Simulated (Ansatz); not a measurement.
Relative stability

Two relaxed structures of MgAlHCl, doublet (PBE0-D4/def2-TZVP; forces vanish, vibrations not checked).

A:

```json
{"atom": "Al1", "x (Å)": "-1.5589", "y (Å)": "0.4001", "z (Å)": "-0.5012"}
{"atom": "Mg2", "x (Å)": "0.8010", "y (Å)": "-0.5022", "z (Å)": "0.5117"}
{"atom": "Cl3", "x (Å)": "2.4632", "y (Å)": "-1.5099", "z (Å)": "1.5412"}
{"atom": "H4", "x (Å)": "-1.7053", "y (Å)": "1.6119", "z (Å)": "-1.5517"}
```

B:

Al1  (-1.041, 0.151, -0.507)
Mg2  (1.250, 0.128, 1.146)
Cl3  (-1.887, -1.775, -0.856)
H4  (-1.862, 1.304, -1.255)
(Å)

Program: Ansatz 0.2.0. Basis: def2-TZVPP. Cores are frozen in the correlated methods; orbitals are unrestricted. The outer core shell of Li, Na, Mg and K is correlated. The def2 sets are not built for correlating such inner shells, so the correlated values are less sure here. B3LYP uses VWN-RPA correlation.

Task: Which structure is lower at CCSD(T), and by how much? (To be estimated.)

Result: By the calculation: B, by 12.8 kJ/mol (electronic energy, against the other). By their contacts, A is MgAlHCl ([AlH][Mg][Cl]) and B is MgAlHCl ([Mg][AlH][Cl]).

All methods give the same order:

| method | E(B) − E(A) (kJ/mol) |
| --- | --- |
| PBE-D4 | -16.6 |
| r2SCAN-D4 | -9.3 |
| PBE0-D4 | -15.1 |
| B3LYP-D4 | -15.0 |
| wB97M-V | -16.0 |
| HF | -7.0 |
| MP2 | -17.3 |
| CCSD | -10.7 |
| CCSD(T) | -12.8 |

No T1 diagnostic of these runs exceeds 0.014. ⟨S²⟩ of the unrestricted Hartree–Fock references: 0.77 to 0.79 (a pure state has 0.75).

Labels in which every atom is bracketed show which atoms are joined, not bond orders.

For scale, one of the runs: CCSD(T)/def2-TZVPP, 130 basis functions, launched by `ansatz run in.yaml --threads 2 --pin off --events-out ev --progress --plain --max-ram 4352MiB`. The run took 18 s on 2 CPU threads of an Intel Xeon 6975P-C (shared host), with 1.5 GiB of host memory at its peak.
